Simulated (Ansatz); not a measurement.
Ansatz (a quantum-chemistry and plane-wave program) input (B3LYP-D3(BJ)/def2-TZVP):

Ansatz 0.2 input:
```yaml
crystal:
  periodic: [false, false, false]
  atoms:
    - {symbol: C, position_ang: [0.00319266, 0.00643257, 0.66040383]}
    - {symbol: C, position_ang: [-0.00319266, -0.00643257, -0.66040383]}
    - {symbol: F, position_ang: [0.02490825, 1.11427502, 1.37583632]}
    - {symbol: F, position_ang: [-0.01150102, -1.08726216, 1.39745609]}
    - {symbol: F, position_ang: [0.01150102, 1.08726216, -1.39745609]}
    - {symbol: F, position_ang: [-0.02490825, -1.11427502, -1.37583632]}
basis:
  gaussian:
    orbitals: def2-TZVP
hamiltonian:
  xc: b3lyp
  dispersion: d3bj
phonons: {temperatures: {t_min: 298.15, t_max: 298.15, t_step: 100}}
```

Output:

```
Functional definition: B3LYP
integrals: 0.08 GiB planned
984 factors; their error is unknown
mean field: 0.81 GiB planned
mean field evaluation 1: about -12943.4875 eV, gradient 3.7e1 eV
mean field evaluation 2: about -12943.1645 eV, gradient 4.2e1 eV
mean field evaluation 4: about -12945.2152 eV, gradient 1.2e0 eV
mean field evaluation 8: about -12945.2533 eV, gradient 4.2e-1 eV
mean field evaluation 16: about -12945.2535 eV, gradient 7.8e-6 eV
mean field -12945.25349533 eV, -475.7292913454 hartree, gradient 3.7e-6 eV, S^2 0.000000; 0 other end points of the search recorded, 0 dependent functions left out
the calculation of the forces begins
reference -12945.25366308 eV, -475.7292975102 hartree; 24, 24 occupied and 162, 162 virtual orbitals, 984 factors
these checks for a lower state are left out or cut short: stability, starts, cluster_reference, orbital_swaps, neighbouring_geometries, increment
integrals: 0.08 GiB planned
984 factors; their error is unknown
mean field: 0.81 GiB planned
mean field -12945.25332583 eV, -475.7292851164 hartree, gradient 2.4e-6 eV, S^2 0.000000; 0 other end points of the search recorded, 0 dependent functions left out
the calculation of the forces begins
reference -12945.25349367 eV, -475.7292912842 hartree; 24, 24 occupied and 162, 162 virtual orbitals, 984 factors
these checks for a lower state are left out or cut short: stability, starts, cluster_reference, orbital_swaps, neighbouring_geometries, increment
integrals: 0.08 GiB planned
984 factors; their error is unknown
mean field: 0.81 GiB planned
mean field evaluation 32: about -12945.2533 eV, gradient 2.7e-6 eV
mean field -12945.25332030 eV, -475.7292849132 hartree, gradient 2.7e-6 eV, S^2 0.000000; 0 other end points of the search recorded, 0 dependent functions left out
the calculation of the forces begins
reference -12945.25348798 eV, -475.7292910752 hartree; 24, 24 occupied and 162, 162 virtual orbitals, 984 factors
these checks for a lower state are left out or cut short: stability, starts, cluster_reference, orbital_swaps, neighbouring_geometries, increment
integrals: 0.08 GiB planned
984 factors; their error is unknown
mean field: 0.81 GiB planned
mean field -12945.25340429 eV, -475.7292879996 hartree, gradient 2.5e-6 eV, S^2 0.000000; 0 other end points of the search recorded, 0 dependent functions left out
the calculation of the forces begins
reference -12945.25357205 eV, -475.7292941647 hartree; 24, 24 occupied and 162, 162 virtual orbitals, 984 factors
these checks for a lower state are left out or cut short: stability, starts, cluster_reference, orbital_swaps, neighbouring_geometries, increment
integrals: 0.08 GiB planned
984 factors; their error is unknown
mean field: 0.81 GiB planned
mean field -12945.25338192 eV, -475.7292871776 hartree, gradient 2.1e-6 eV, S^2 0.000000; 0 other end points of the search recorded, 0 dependent functions left out
the calculation of the forces begins
reference -12945.25354966 eV, -475.7292933422 hartree; 24, 24 occupied and 162, 162 virtual orbitals, 984 factors
these checks for a lower state are left out or cut short: stability, starts, cluster_reference, orbital_swaps, neighbouring_geometries, increment
integrals: 0.08 GiB planned
984 factors; their error is unknown
mean field: 0.81 GiB planned
mean field -12945.25347705 eV, -475.7292906735 hartree, gradient 2.0e-6 eV, S^2 0.000000; 0 other end points of the search recorded, 0 dependent functions left out
the calculation of the forces begins
reference -12945.25364478 eV, -475.7292968377 hartree; 24, 24 occupied and 162, 162 virtual orbitals, 984 factors
these checks for a lower state are left out or cut short: stability, starts, cluster_reference, orbital_swaps, neighbouring_geometries, increment
integrals: 0.08 GiB planned
984 factors; their error is unknown
mean field: 0.81 GiB planned
mean field -12945.25344988 eV, -475.7292896750 hartree, gradient 1.9e-6 eV, S^2 0.000000; 0 other end points of the search recorded, 0 dependent functions left out
the calculation of the forces begins
reference -12945.25361765 eV, -475.7292958404 hartree; 24, 24 occupied and 162, 162 virtual orbitals, 984 factors
Total energy: -12945.39302964 eV, -475.7344191366 hartree
Atom 0 at     0.003193     0.006433     0.660404 Å, force    -0.000005    -0.000009    -0.000941 eV/Å
Atom 1 at    -0.003193    -0.006433    -0.660404 Å, force     0.000005     0.000009     0.000941 eV/Å
Atom 2 at     0.024908     1.114275     1.375836 Å, force     0.000001     0.000061     0.000046 eV/Å
Atom 3 at    -0.011501    -1.087262     1.397456 Å, force    -0.000001    -0.000060     0.000047 eV/Å
Atom 4 at     0.011501     1.087262    -1.397456 Å, force     0.000001     0.000060    -0.000047 eV/Å
Atom 5 at    -0.024908    -1.114275    -1.375836 Å, force    -0.000001    -0.000061    -0.000046 eV/Å
Dipole moment:    -0.000000    -0.000000    -0.000000 e Å
Vibrations: 199.43 212.19 398.49 416.26 553.17 553.88 554.54 794.91 1185.23 1325.07 1328.47 1907.88 cm⁻¹, zero-point energy 0.584556 eV
```
